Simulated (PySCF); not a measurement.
Compound: ethanol, C2H6O.
Atom-mapped SMILES: `[CH3:1][CH2:2][OH:3]` (hydrogens: H4, H5, H6 on C1; H7, H8 on C2; H9 on O3)

Geometry (GFN2-xTB, Å), atoms numbered from 1 in this order:
```xyz
9
C2H6O angstrom
C      0.919    0.059    0.042
C     -0.523   -0.430   -0.053
O     -1.416    0.578   -0.464
H      1.573   -0.761    0.323
H      1.005    0.845    0.792
H      1.244    0.457   -0.916
H     -0.838   -0.848    0.915
H     -0.607   -1.215   -0.809
H     -1.343    1.321    0.146
```

Level of theory: B3LYP/def2-SVPD in PySCF (dipole) on a GFN2-xTB geometry, gas phase.

Take the most abundant isotopes and a rigid rotor. The values belong to one conformer with, in the numbering `[CH3:1][CH2:2][OH:3]`, C1–C2–O3–H -56°.

(1) What are A, B and C (cm⁻¹)?

(2) What kind of rotor is it?

(3) Is it planar, by Δ = Ic − Ia − Ib?

(4) Give the other two planar moments, Paa and Pbb, and the rms extents of the mass along the axes.

(5) List the rotational levels J(Ka,Kc) to J = 2 (K).

(6) Which types of transition are allowed, and where do some lines up to J = 4 fall?

## Answers

(1) Ia = 14.60, Ib = 54.48, Ic = 61.74 u·Å²; 505379 MHz·u·Å²/I gives 34623, 9277 and 8185 MHz, that is A = 1.15488, B = 0.30944, C = 0.27303 cm⁻¹.

(2) A near-prolate asymmetric top. Ray's parameter κ = (2B − A − C)/(A − C) = -0.917; −1 is the prolate and +1 the oblate limit.

(3) Not planar: Δ = Ic − Ia − Ib = -7.33 u·Å². For a rigid frame Δ = −2 Σ m c², so Σ m c² = 3.67 u·Å² lies off the ab plane: 3.60 from hydrogen and 0.07 from heavier atoms. The atom farthest from that plane is 0.95 Å away.

(4) Paa = Σ m a² = (Ib + Ic − Ia)/2 = 50.81 and Pbb = Σ m b² = (Ia + Ic − Ib)/2 = 10.93 u·Å². With the mass M = 46.04 u, the rms extents √(P/M) along a, b and c are 1.05, 0.49, 0.28 Å.

(5) Above 0(0,0), as E/k:
J = 1: 1(0,1) 0.838, 1(1,1) 2.054, 1(1,0) 2.107
J = 2: 2(0,2) 2.512, 2(1,2) 3.678, 2(1,1) 3.835, 2(2,1) 7.485, 2(2,0) 7.486

(6) The dipole components are |μa| = 1.34 D, |μb| = 0.17 D, |μc| = 1.08 D. Intensities carry the squares of the components, which stand as 1.00 : 0.02 : 0.65 (a : b : c). Some lines, for components of 0.1 D or more:

| type | branch | J(Ka,Kc) | MHz | lower level (cm⁻¹) |
| --- | --- | --- | --- | --- |
| a | Q | 2(1,1) ← 2(1,2) | 3274 | 2.556 |
| a | R | 1(0,1) ← 0(0,0) | 17462 | 0.000 |
| c | Q | 3(1,3) ← 3(0,3) | 22769 | 3.489 |
| c | Q | 2(1,2) ← 2(0,2) | 24289 | 1.746 |
| b | Q | 1(1,0) ← 1(0,1) | 26437 | 0.582 |
| b | Q | 2(1,1) ← 2(0,2) | 27563 | 1.746 |
| a | R | 2(1,1) ← 1(1,0) | 36015 | 1.464 |
| b | R | 4(0,4) ← 3(1,3) | 46737 | 4.249 |
| a | R | 3(1,3) ← 2(1,2) | 50728 | 2.556 |
| b | R | 2(1,2) ← 1(0,1) | 59179 | 0.582 |
| a | R | 4(2,3) ← 3(2,2) | 69821 | 6.949 |
| c | Q | 4(2,3) ← 4(1,3) | 72284 | 6.867 |
| b | Q | 4(2,2) ← 4(1,3) | 72799 | 6.867 |
| c | Q | 3(2,2) ← 3(1,2) | 74423 | 4.467 |
| b | Q | 3(2,1) ← 3(1,2) | 74595 | 4.467 |
| c | Q | 2(2,1) ← 2(1,1) | 76038 | 2.666 |
| b | Q | 3(2,2) ← 3(1,3) | 80970 | 4.249 |
| b | R | 2(2,0) ← 1(1,1) | 113179 | 1.428 |
| c | R | 3(2,1) ← 2(1,1) | 128596 | 2.666 |
| c | Q | 4(3,2) ← 4(2,2) | 129058 | 9.296 |
| b | Q | 4(3,1) ← 4(2,2) | 129063 | 9.296 |
| c | R | 3(2,2) ← 2(1,2) | 131698 | 2.556 |
| b | Q | 4(4,1) ← 4(3,2) | 181180 | 13.600 |
| b | R | 3(3,1) ← 2(2,0) | 181831 | 5.203 |
| c | R | 3(3,0) ← 2(2,0) | 181831 | 5.203 |

Not checked by GFN2-xTB frequencies. Constants of a rigid frame at the computed geometry: no zero-point averaging, no centrifugal distortion. A rigid rotor knows nothing of internal rotation, which can split or shift real lines.

On one thread of an Arm Neoverse V1, on a shared host, this took 6.2 s wall. This is the B3LYP/def2-SVPD job that gave the dipole, with the excitations it also computed.
